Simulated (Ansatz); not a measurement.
B20 (FeSi-type) FeSi was calculated with PBE in Ansatz (PAW).

Run with plane-wave cutoff 520 eV, 8×8×8 k mesh, Fermi–Dirac smearing 0.01 eV, no spin polarisation, scalar-relativistic PAW data made under PBE.

Response to compression and expansion:

Shape and atoms are relaxed at each volume.

| V (Å³/atom) | P (GPa) | direct gap at Γ (eV) | smallest gap on the k mesh (eV) |
|---|---|---|---|
| 10.560 | 9.82 | 0.763 | 0.165 |
| 10.780 | 4.63 | 0.738 | 0.167 |
| 11.000 | 0.00 | 0.714 | 0.169 |
| 11.220 | -4.11 | 0.692 | 0.171 |
| 11.440 | -7.76 | 0.670 | 0.173 |

The fundamental gap (0.15 eV at the equilibrium volume, with added k points) lies elsewhere than Γ–Γ.

Measured, for comparison: band gap 0.05 eV (temperature not stated, no zero-point or thermal correction, indirect, transport; lower end of the printed range; as tabulated in Tomczak (2018), arXiv:1802.07220).

Note: the bulk modulus comes from volumes at which shape and atoms were relaxed.

Ansatz is a program for electronic structure.
